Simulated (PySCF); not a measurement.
## Vibration and rotation of PS

ROHF-CCSD(T) constants of PS, ²Π (doublet), unpaired electrons π ↑ (P def2-SVP, S def2-SVP; no relativity (PySCF 2.14); masses 30.9738 and 31.9721 u):

* ωe: 729.2 cm⁻¹
* ωexe: 3.29 cm⁻¹
* Be: 0.28846 cm⁻¹
* αe: 0.00157 cm⁻¹
* D (centrifugal): 1.81e-07 cm⁻¹
* De to P + S: 3.54 eV

Q: Give the vibrational terms G(v) and spacings up to v = 6.

A: G(v) = ωe(v+½) − ωexe(v+½)².

```csv
v,G(v) (cm⁻¹),G(v) − G(v−1),Bv (cm⁻¹)
0,363.8,,0.2877
1,1086.4,722.6,0.2861
2,1802.4,716.0,0.2845
3,2511.9,709.5,0.2830
4,3214.8,702.9,0.2814
5,3911.1,696.3,0.2798
6,4600.8,689.7,0.2783
```

Q: How well does the Morse estimate ωe²/(4ωexe) reproduce De, and what is D0?

A: It gives 5.01 eV, 142 % of the computed De. D0 = De − G(0) = 3.54 − 0.05 = 3.49 eV.

Correlated steps freeze 10 core orbitals. Correlated levels converge slowly with the basis: in double zeta they bind strong bonds too weakly, by up to about 1 eV, and carry superposition errors of some tenths. The state was picked by a PBE0 search and need not be the measured ground state.
